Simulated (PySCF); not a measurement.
**Working out the ionisation energy of Si**

Si [Ne] 3s2 3p2 (3P) → Si⁺ [Ne] 3s2 3p1 (2P). Computed with PySCF 2.14 in aug-cc-pV(D+d)Z, with the non-relativistic Hamiltonian (point nucleus). Frozen: [Ne]. Energies in hartree (1 hartree = 27.21139 eV):

```
             part   Si (lower)  Si⁺ (upper)
              UHF  -288.851096  -288.569999
MP2 opposite-spin    -0.038784    -0.033251
    MP2 same-spin    -0.008352    -0.002282
```

Q: What does Hartree-Fock give?

A: (-288.569999) − (-288.851096) = 0.281097 hartree = 7.649 eV.

Q: What do MP2 and SCS-MP2 (6/5 opposite-spin, 1/3 same-spin) give?

A: The opposite-spin parts differ by 0.151 eV and the same-spin parts by 0.165 eV. MP2: 7.649 + (0.151) + (0.165) = 7.965 eV. SCS-MP2: 7.649 + 1.2 × (0.151) + (0.165)/3 = 7.885 eV.

Measured between the centres of the two terms (NIST): 8.157 eV, so MP2 (valence) is off by -0.192 eV.

What remains against the reference includes basis incompleteness, the frozen core and correlation beyond second order.
